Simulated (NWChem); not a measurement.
# One shape, several levels: C2H4ClF (SMILES FCCCl)

We compute a comparison of 3 runs (HF/def2-SVP, HF/def2-TZVP, PBE0/def2-SVP) of C2H4ClF. 

The results are computed with NWChem 7.3.0.

## Step 1: The molecule

C2H4ClF has 8 atoms, charge 0, and is taken as a singlet. SMILES: `FCCCl`. The coordinates come from a PBE0-D4/def2-TZVP relaxation. This is one conformer, not always the lowest.

Bond lengths: F1–C2 1.375 Å, C2–C3 1.501 Å, C3–Cl4 1.778 Å, C2–H5 1.093 Å, C2–H6 1.096 Å, C3–H7 1.090 Å, C3–H8 1.091 Å. Some angles: F1–C2–C3 110.9°, C2–C3–Cl4 112.2°, F1–C2–H5 108.3°, F1–C2–H6 108.0°, C3–C2–H5 111.2°, C3–C2–H6 109.0°, C2–C3–H7 110.7°, C2–C3–H8 109.7°, Cl4–C3–H7 107.4°, Cl4–C3–H8 107.5°.

## Step 2: Energy and gradient at HF/def2-SVP (run 1)

The input, c2h4clf.nw:

```
START c2h4clf
memory stack 880 mb heap 220 mb global 1100 mb

GEOMETRY units angstroms noautosym nocenter noautoz
F     -1.336980     0.498150     1.030500
C     -0.143560     0.671020     0.368890
C      0.300450    -0.609920    -0.275720
Cl    -0.759330    -1.087620    -1.620890
H     -0.273910     1.462220    -0.374180
H      0.609620     0.981160     1.102570
H      0.296790    -1.425630     0.446820
H      1.306920    -0.489380    -0.677980
END

BASIS "ao basis" spherical bse
* library def2-SVP
END

SCF
thresh 1e-08
maxiter 80
END

TASK scf gradient
```

The run is started by

```bash
nwchem c2h4clf.nw > c2h4clf.out
```

The program printed:

```text
[...]
  functions       =    80
[...]
  wavefunction    = RHF
[...]
         Total SCF energy =   -636.710280837595
      One-electron energy =  -1200.561243850865
      Two-electron energy =    402.178943922397
 Nuclear repulsion energy =    161.672019090873
        Time for solution =      5.1s
[...]
                         RHF ENERGY GRADIENTS
    atom               coordinates                        gradient
                 x          y          z           x          y          z
   1 F      -2.526526   0.941367   1.947363   -0.013790  -0.001223   0.008032
   2 C      -0.271289   1.268044   0.697101    0.010308  -0.004200  -0.008567
   3 C       0.567768  -1.152582  -0.521035   -0.004084   0.002503  -0.002656
   4 Cl     -1.434926  -2.055304  -3.063038    0.002990   0.001421   0.003671
   5 H      -0.517615   2.763195  -0.707098   -0.000367   0.002508  -0.002752
   6 H       1.152015   1.854124   2.083555    0.003244   0.000690   0.002172
   7 H       0.560852  -2.694050   0.844367   -0.000523  -0.002144   0.001258
   8 H       2.469721  -0.924794  -1.281196    0.002222   0.000444  -0.001157
[...]
```

Wall time 7.2 s (1 thread of Intel Xeon 6975P-C (Granite Rapids), shared host); peak memory 0.099 GiB.

## Step 3: Energy and gradient at HF/def2-TZVP (run 2)

The input, c2h4clf.nw:

```
start c2h4clf
title "C2H4ClF"
memory total 2200 mb

geometry noautosym nocenter noautoz
 F       -1.336980       0.498150       1.030500
 C       -0.143560       0.671020       0.368890
 C        0.300450      -0.609920      -0.275720
 Cl      -0.759330      -1.087620      -1.620890
 H       -0.273910       1.462220      -0.374180
 H        0.609620       0.981160       1.102570
 H        0.296790      -1.425630       0.446820
 H        1.306920      -0.489380      -0.677980
end

basis spherical bse
 * library def2-TZVP
end

scf
 thresh 1e-08
 maxiter 80
end

task scf gradient
```

The run is started by

```bash
nwchem c2h4clf.nw > c2h4clf.out
```

The program printed:

```text
[...]
  functions       =   154
[...]
  wavefunction    = RHF
[...]
         Total SCF energy =   -637.083216972654
      One-electron energy =  -1201.031705252125
      Two-electron energy =    402.276469188598
 Nuclear repulsion energy =    161.672019090873
        Time for solution =     54.6s
[...]
                         RHF ENERGY GRADIENTS
    atom               coordinates                        gradient
                 x          y          z           x          y          z
   1 F      -2.526526   0.941367   1.947363   -0.012646  -0.001685   0.006718
   2 C      -0.271289   1.268044   0.697101    0.005110  -0.009159  -0.005483
   3 C       0.567768  -1.152582  -0.521035   -0.007513   0.006882  -0.004069
   4 Cl     -1.434926  -2.055304  -3.063038    0.001011   0.000913   0.001978
   5 H      -0.517615   2.763195  -0.707098   -0.000011   0.005829  -0.006512
   6 H       1.152015   1.854124   2.083555    0.006855   0.002292   0.004720
   7 H       0.560852  -2.694050   0.844367   -0.000064  -0.005690   0.005253
   8 H       2.469721  -0.924794  -1.281196    0.007258   0.000618  -0.002604
[...]
```

It took 70 s on 1 thread of Intel Xeon 6975P-C (Granite Rapids), shared host; peak memory 0.12 GiB.

## Step 4: Energy and forces at PBE0/def2-SVP (run 3)

The input, c2h4clf.nw:

```
start c2h4clf
title "C2H4ClF"
memory total 2200 mb

geometry units atomic noautosym nocenter noautoz
   F     -2.52652603     0.94136707     1.94736277
   C     -0.27128908     1.26804402     0.69710107
   C      0.56776821    -1.15258176    -0.52103529
   Cl    -1.43492574    -2.05530393    -3.06303818
   H     -0.51761488     2.76319533    -0.70709772
   H      1.15201484     1.85412368     2.08355533
   H      0.56085182    -2.69405026     0.84436743
   H      2.46972087    -0.92479417    -1.28119652
end

basis spherical bse
   F library def2-SVP
   C library def2-SVP
   Cl library def2-SVP
   H library def2-SVP
end

dft
   xc pbe0
   mult 1
   grid xfine
   convergence energy 1e-08
   maxiter 100
   mulliken
   print medium
end

task dft gradient
```

The run is started by

```bash
nwchem c2h4clf.nw > c2h4clf.out
```

The program printed:

```text
[...]
          Wavefunction type:  closed shell.
          No. of atoms     :     8
          No. of electrons :    42
[...]
          Charge           :     0
          Spin multiplicity:     1
[...]
          AO basis - number of functions:    80
[...]
              XC Information
              --------------
                         PBE0 Method XC Functional
                     Hartree-Fock (Exact) Exchange  0.250
          PerdewBurkeErnzerhof Exchange Functional  0.750
            Perdew 1991 LDA Correlation Functional  1.000 local
           PerdewBurkeErnz. Correlation Functional  1.000 non-local
[...]
 d= 0,ls=0.0,diis     1   -637.9625987160 -8.00D+02  1.39D-02  5.89D-01     2.1
[...]
 d= 0,ls=0.0,diis    10   -638.0306929220 -3.08D-10  1.47D-07  1.98D-10    19.5
         Total DFT energy =     -638.030692922017
      One electron energy =    -1200.956760893110
           Coulomb energy =      451.983723261147
    Exchange-Corr. energy =      -50.729662780875
 Nuclear repulsion energy =      161.672007490822
[...]
      Total Density - Mulliken Population Analysis
     ---------------------------------------------
    Atom       Charge   Shell Charges
 -----------   ------   -------------------------------------------------------
    1 F    9     9.28   1.99  1.13  0.81  3.34  2.01  0.01
    2 C    6     5.74   1.99  0.92  0.12  2.03  0.62  0.07
    3 C    6     6.08   1.99  0.93  0.19  2.07  0.87  0.04
    4 Cl  17    17.17   2.00  1.99  1.25  0.72  5.93  2.14  3.10  0.03
    5 H    1     0.95   0.75  0.18  0.02
    6 H    1     0.96   0.76  0.18  0.02
    7 H    1     0.90   0.74  0.14  0.02
    8 H    1     0.91   0.74  0.15  0.02
[...]
  wavefunction    = closed shell
                         DFT ENERGY GRADIENTS
    atom               coordinates                        gradient
                 x          y          z           x          y          z
   1 F      -2.526526   0.941367   1.947363   -0.003994  -0.000129   0.002833
   2 C      -0.271289   1.268044   0.697101    0.010201   0.005526  -0.006527
   3 C       0.567768  -1.152582  -0.521035    0.003827  -0.004035   0.002927
   4 Cl     -1.434926  -2.055304  -3.063038    0.001890   0.000970   0.001989
   5 H      -0.517615   2.763195  -0.707098   -0.000752  -0.004225   0.004680
   6 H       1.152015   1.854124   2.083555   -0.004769  -0.002028  -0.002990
   7 H       0.560852  -2.694050   0.844367   -0.000562   0.004086  -0.004605
   8 H       2.469721  -0.924794  -1.281197   -0.005841  -0.000167   0.001694
[...]
```

Wall time 24 s (1 thread of Intel Xeon 6975P-C (Granite Rapids), shared host); peak memory 0.14 GiB.

## Step 5: All runs side by side

| run | level | iteration cap | module | energy (Eh) | dipole moment (D) | HOMO energy (eV) | LUMO energy (eV) | wall time |
| --- | --- | --- | --- | --- | --- | --- | --- | --- |
| 1 | HF/def2-SVP | 80 | scf | -636.710281 | 3.06 | -11.87 | 4.56 | 7.2 s |
| 2 | HF/def2-TZVP | 80 | scf | -637.083217 | 3.00 | -11.99 | 3.74 | 70 s |
| 3 | PBE0/def2-SVP | 100 | dft | -638.030693 | 2.65 | -8.37 | 1.28 | 24 s |

## Step 6: Outcome

| quantity | value |
| --- | --- |
| run 3: total energy | -638.03069 Eh |
| run 3: dipole moment | 2.65 D |
| run 3: HOMO energy | -8.37 eV |
| run 3: LUMO energy | 1.28 eV |
| run 3: HOMO–LUMO gap | 9.65 eV |
| run 3: largest force on an atom | 0.685 eV/Å |

**Reading.** The dipole moment (its size) runs from 2.65 D (PBE0/def2-SVP) to 3.06 D (HF/def2-SVP). The HOMO–LUMO gap runs from 9.65 eV (PBE0/def2-SVP) to 16.44 eV (HF/def2-SVP). Exact exchange widens orbital gaps. All runs together took 1.7 min, the longest 70 s.
